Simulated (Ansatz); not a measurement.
## How the elastic constant C44 of bcc Ba moves with the method

No measured value is used here.

| level (code) | value (GPa) | cell (Å³/atom) |
|---|---|---|
| LDA (Ansatz) | 12.2 | 53.83 |
| PBE (Ansatz) | 10.4 | 63.25 |
| PBEsol (Ansatz) | 11.3 | 58.16 |
| r²SCAN (Ansatz) | 9.4 | 65.13 |

Each level is taken at its own relaxed cell. Cutoffs differ between the levels. Ansatz's density-functional and Hartree–Fock values are scalar-relativistic unless marked +SOC, with PAW data made under PBE.

Ansatz is a quantum-chemistry and plane-wave program.
